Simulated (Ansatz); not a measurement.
SO$_{2}$F (charge -1), singlet: a pair in one relaxed arrangement.

Input (in.yaml):

```yaml
crystal:
  periodic: [false, false, false]
  atoms:
    - {symbol: F, position_ang: [0.075718, -0.027258, -1.483776]}
    - {symbol: O, position_ang: [-0.408053, 1.196567, 0.603897]}
    - {symbol: S, position_ang: [-0.402331, -0.204656, 0.177971]}
    - {symbol: O, position_ang: [0.734668, -0.964653, 0.701909]}
basis:
  gaussian: {orbitals: "def2-TZVPPD.json"}
total_charge: -1
hamiltonian: {xc: {name: B2PLYP}}
```

The basis file named in the input lies beside it (Basis Set Exchange, JSON).

Command:

```bash
ansatz run in.yaml --threads 2 --pin off --events-out ev --progress --plain --max-ram 5222MiB
```

The run's output (Ansatz 0.2.0):

```
Functional definition: B2PLYP
  name "B2PLYP"
  cite "Grimme, J. Chem. Phys. 124, 034108 (2006) doi:10.1063/1.2148954"
  cite "Becke, Phys. Rev. A 38, 3098 (1988) doi:10.1103/PhysRevA.38.3098"
  cite "Lee, Yang & Parr, Phys. Rev. B 37, 785 (1988) doi:10.1103/PhysRevB.37.785"
  parameter a = 0.53
  parameter c = 0.27
  exchange = (1 - a)*b88_x + a*exact_x
  correlation = (1 - c)*lyp_c + c*(mp2_os + mp2_ss)
1063 factors; integrals over basis functions are off by at most 1.1e-3 eV
mean field evaluation 1: about -17631.2317 eV, gradient 5.1e1 eV
mean field evaluation 2: about -17631.6118 eV, gradient 5.2e1 eV
mean field evaluation 4: about -17636.1229 eV, gradient 6.4e0 eV
mean field evaluation 8: about -17636.2159 eV, gradient 1.1e0 eV
mean field evaluation 16: about -17636.2176 eV, gradient 1.8e-4 eV
mean field -17636.21763204 eV, -648.1190437196 hartree, gradient 9.5e-6 eV, S^2 0.000000; 0 other end points of the search recorded, 0 dependent functions left out
8 core orbitals not correlated: weight in the atoms' cores, before any rotation towards them, 1.000 or more for the frozen orbitals, at most 0.000 for the correlated occupied ones
reference -17636.21778039 eV, -648.1190491714 hartree; 13, 13 occupied and 150, 150 virtual orbitals, 1063 factors
second order -31.12424188 eV of doubles, -0.00000000 eV of singles
Total energy: -17644.62132569 eV, -648.4278737653 hartree
```

The run took about 4.4 s on 2 CPU threads of an Arm Neoverse V1 (shared host).
